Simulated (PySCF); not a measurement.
## Which is lower?

The two ends of one reaction step of SiH₅ClO, closed shell (PBE0-D4/def2-TZVP).

A:

| atom | x (Å) | y (Å) | z (Å) |
| --- | --- | --- | --- |
| Si1 | -0.2559 | -0.1041 | -1.2162 |
| Cl2 | 1.7359 | 0.2653 | -0.7921 |
| H3 | -0.6247 | -1.4281 | -0.6778 |
| H4 | -0.3680 | -0.0987 | -2.6948 |
| H5 | -1.0756 | 0.9863 | -0.6477 |
| H6 | 0.8723 | -0.1516 | 1.7122 |
| O7 | -0.0587 | -0.1736 | 1.9522 |
| H8 | -0.2355 | 0.6872 | 2.3387 |

B:

```json
{"atom": "Si1", "x (Å)": "-1.0724", "y (Å)": "-0.0739", "z (Å)": "-0.3779"}
{"atom": "Cl2", "x (Å)": "3.0979", "y (Å)": "-0.7098", "z (Å)": "0.3819"}
{"atom": "H3", "x (Å)": "-0.6906", "y (Å)": "-1.4394", "z (Å)": "-0.7941"}
{"atom": "H4", "x (Å)": "-1.2656", "y (Å)": "0.8035", "z (Å)": "-1.5609"}
{"atom": "H5", "x (Å)": "-2.3280", "y (Å)": "-0.0946", "z (Å)": "0.4153"}
{"atom": "H6", "x (Å)": "1.8937", "y (Å)": "-0.2326", "z (Å)": "0.4846"}
{"atom": "O7", "x (Å)": "0.1949", "y (Å)": "0.4656", "z (Å)": "0.5540"}
{"atom": "H8", "x (Å)": "0.1453", "y (Å)": "1.3518", "z (Å)": "0.9167"}
```

Computed with PySCF 2.14 with density fitting (its default auxiliary sets; JK sets also for MP2 and CCSD(T)) (basis: def2-TZVPP); correlated methods freeze the cores. B3LYP uses VWN-RPA correlation.

Task: Which structure is lower at CCSD(T), and by how much? (Judge from chemistry; the value comes from the calculation.)

Result: Computed: B, by 2.2 kJ/mol (electronic energy, against the other); a gap this small isn't resolved in one triple-zeta basis. By their contacts, A is a complex of SiH₃Cl ([SiH3][Cl]) + H₂O and B is a complex of SiH₄O ([OH][SiH3]) + HCl.

Task: Do the other methods give the same order? (A judgement: the text doesn't fix the answer.)

Result: Computed: Not all: PBE-D4, r2SCAN-D4, PBE0-D4, wB97M-V give the other order.

| method | E(B) − E(A) (kJ/mol) |
| --- | --- |
| SPW92 | -4.6 |
| PBE-D4 | 4.4 |
| r2SCAN-D4 | 1.4 |
| PBE0-D4 | 4.5 |
| B3LYP-D4 | -2.6 |
| BHLYP-D4 | -2.6 |
| wB97M-V | 3.3 |
| HF | -3.4 |
| MP2 | -1.1 |
| CCSD | -2.6 |
| CCSD(T) | -2.2 |

No T1 diagnostic of these runs exceeds 0.010.

Labels in which every atom is bracketed show which atoms are joined, not bond orders.

For scale, one of the runs: CCSD(T)/def2-TZVPP, 185 basis functions, launched by `OMP_NUM_THREADS=4 python run.py`. Time: 3.3 min of wall clock on 4 CPU threads of an Arm Neoverse V2; the host was shared. Peak host memory: 1.9 GiB.
